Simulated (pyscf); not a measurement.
Single points on ωB97X-D3(BJ)/def2-SVP structures (PySCF, gas phase). MP2 and CC: frozen core, UHF for open shells. ΔMP2 is the change of the MP2 total energy from the triple- to the quadruple-zeta basis.

Q: For methane (CH₄) + H₃C–Al=NH -> H₃C–Al(CH₃)–NH₂, an addition across a multiple bond or ene-type step (singlet surface; C–H broken, Al–C, H–N formed), PBE/def2-TZVP gives ΔE‡ = 34.1 kJ/mol and ΔE = -238.7 kJ/mol (zero: the separated reactants). In which direction and how far do r²SCAN/def2-TZVP, PBE0-D3(BJ)/def2-TZVP, CCSD(T)/def2-TZVPP + ΔMP2(QZVPP) move these?

A: r²SCAN: ΔE‡ = 33.9 kJ/mol, ΔE = -255.0 kJ/mol; PBE0-D3(BJ): ΔE‡ = 33.4 kJ/mol, ΔE = -263.6 kJ/mol; CCSD(T): ΔE‡ = 56.1 kJ/mol, ΔE = -252.1 kJ/mol. PBE's barrier matches one of them and lies within 22.1 kJ/mol of the others. Its reaction energy lies over all of them, by 13.4 to 24.9 kJ/mol. At the saddle there is also a short Al–H contact that neither side keeps. This is the saddle that the search found; another between the same sides may lie lower. The CCSD(T) − MP2 part came from Ansatz, without density fitting, on the same reference.
